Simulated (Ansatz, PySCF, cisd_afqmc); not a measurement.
Species: HO2, charge 0, doublet. HO2 (SMILES [O]O, doublet).
B3LYP-D3(BJ)/def2-TZVP minimum from Ansatz (an electronic-structure program):
```xyz
3

O      0.0587     0.7153    -0.0516
O      0.0423    -0.6096    -0.0011
H     -0.8076    -0.8455     0.4215
```
Charge 0, spin multiplicity 2.

Atomisation energy term by term, kcal/mol (programs: Ansatz, cisd_afqmc). Radicals and triplets start from unrestricted determinants; spin-orbit coupling is neglected. Cores are frozen in correlated methods. Rows without X2C or -DK are non-relativistic. AFQMC/CISD: phaseless, guided by CISD from CCSD amplitudes; bars are statistical, one sigma. Outlying blocks are dropped, and bars are widened where a walk drifts. Over all cases where full CI ran beside it in this data, AFQMC minus full CI had a median of +0.1 mEh and passed +0.4 mEh in a tenth of the cases. CBS(X,Y): correlation extrapolated as X^-3, Hartree-Fock from the larger set (Q,5: extrapolated as (X+1)exp(-9√X)). A bracket is a step between two methods taken in the basis named. 'core' is core correlation in cc-pwCVTZ, 'X2C' scalar relativity in cc-pVTZ-DK, both at CCSD(T). Where a partner has so few electrons that a lower coupled-cluster level is exact, that level stands in.

```
term                                                          basis  kcal/mol
-----------------------  ------------------------------------------  --------
Hartree-Fock                                   CBS(cc-pVQZ,cc-pV5Z)     71.68
CCSD correlation                               CBS(cc-pVQZ,cc-pV5Z)     94.95
(T)                                            CBS(cc-pVQZ,cc-pV5Z)      8.11
CCSDT(Q) - CCSD(T)                                          cc-pVTZ      0.67
CCSDTQ - CCSDT(Q)                                           cc-pVDZ     -0.11
core correlation                                          cc-pwCVTZ      0.40
scalar relativity                                   X2C, cc-pVTZ-DK     -0.27
minus zero-point energy  Hessian by PySCF at B3LYP-D3(BJ)/def2-TZVP     -8.81
sum: D0                                                                 166.6
```

The step beyond CCSD(T) by other levels: CCSDTQ in cc-pVDZ 0.90; AFQMC/CISD in cc-pVDZ 0.50 ± 0.25; CCSDT(Q) in cc-pVDZ 1.01; AFQMC/CISD in cc-pVTZ 0.07 ± 0.26 kcal/mol.
